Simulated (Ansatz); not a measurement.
H$_{2}$O beside OCS: one fragment in the basis of the whole pair (the partner's atoms are ghosts).

Input (in.yaml):

```yaml
crystal:
  periodic: [false, false, false]
  atoms:
    - {symbol: O, position_ang: [-0.067794, 0.297674, -1.502942]}
    - {symbol: H, position_ang: [-0.656114, -0.402802, -1.210831]}
    - {symbol: H, position_ang: [0.256032, 0.016696, -2.361175]}
basis:
  gaussian:
    orbitals: "def2-TZVPPD.json"
    ghost_atoms:
      - {symbol: O, position_ang: [-0.723371, -0.790864, 1.231160]}
      - {symbol: C, position_ang: [0.065857, -0.053360, 1.638918]}
      - {symbol: S, position_ang: [1.125390, 0.932558, 2.204970]}
hamiltonian: {xc: {name: wB97X-V}}
```

The basis file named in the input lies beside it (Basis Set Exchange, JSON).

Run by:

```bash
ansatz run in.yaml --threads 4 --pin off --events-out ev --progress --plain --max-ram 9574MiB
```

The run's output (Ansatz 0.2.0):

```
Functional definition: wB97X-V
  name "wB97X-V"
  cite "Mardirossian & Head-Gordon, Phys. Chem. Chem. Phys. 16, 9904 (2014) doi:10.1039/C3CP54374A"
  cite "Becke, J. Chem. Phys. 107, 8554 (1997) doi:10.1063/1.475007"
  cite "Vydrov & Van Voorhis, J. Chem. Phys. 133, 244103 (2010) doi:10.1063/1.3521275"
  parameter omega = 0.3/bohr
  parameter cx = 0.167
  parameter cx1 = 0.603
  parameter cx2 = 1.194
  parameter css0 = 0.556
  parameter css1 = -0.257
  parameter cos0 = 1.219
  parameter cos1 = -1.850
  parameter b = 6.0
  parameter c = 0.01
  exchange = spin_sum(e_x_unif_sr(omega)*poly(b97_u_x, 1 - cx, cx1, cx2)) + cx*exact_x_sr(omega) + exact_x_lr(omega)
  correlation = spin_sum(e_c_pw_same_spin*poly(b97_u_same, css0, css1))
      + integral(e_c_pw_opposite_spin*poly(b97_u_opposite, cos0, cos1)) + vv10(b, c)
955 factors; their error is unknown
256 factors; integrals over basis functions are off by at most 3.4e-5 eV
mean field evaluation 1: about -2076.8896 eV, gradient 4.4e1 eV
mean field evaluation 2: about -2076.4012 eV, gradient 4.9e1 eV
mean field evaluation 4: about -2079.9575 eV, gradient 2.7e-1 eV
mean field evaluation 8: about -2079.9603 eV, gradient 2.2e-2 eV
mean field -2079.96029711 eV, -76.4371310712 hartree, gradient 4.3e-5 eV, S^2 0.000000; 0 other end points of the search recorded, 0 dependent functions left out
reference -2079.96029527 eV, -76.4371310033 hartree; 5, 5 occupied and 197, 197 virtual orbitals, 955 factors
Total energy: -2079.96029527 eV, -76.4371310033 hartree
```

The run took about 2.1 s on 4 CPU threads of an Arm Neoverse V2 (shared host).
